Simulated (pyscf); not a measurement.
Elementary routes open to HS–GeH₃ + H• in the gas phase (doublet surface):
A. H₂S + GeH₃• (Ge–S broken; H–S formed)
B. HS–GeH₂• + H₂ (Ge–H broken; H–H formed)
C. •S–GeH₃ + H₂ (H–S broken; H–H formed)

Optimised with ωB97X-D3(BJ)/def2-SVP in PySCF.

Rank the routes by free-energy barrier at 600 K, lowest first, for ωB97M-D3(BJ)/def2-TZVP energies (ideal gas, 1 atm, RRHO with modes under 100 cm⁻¹ raised to 100, one conformer, R ln 2 for chiral ones without a mode under 150 cm⁻¹).

B (13.9 kcal/mol), C (14.9 kcal/mol), A (16.9 kcal/mol)

Route B is the fastest of these, ahead of the next by 0.9 kcal/mol. The most stable products are those of B (ΔG = -24.8 kcal/mol), so kinetics and thermodynamics agree. At 1200 K B is still the fastest. Only these routes are compared; each barrier is that of the saddle found, and lower ones may exist. Left out: orbital degeneracy and the spin-orbit lowering of SH. Elements up to Kr have no core potential and no relativistic terms here.
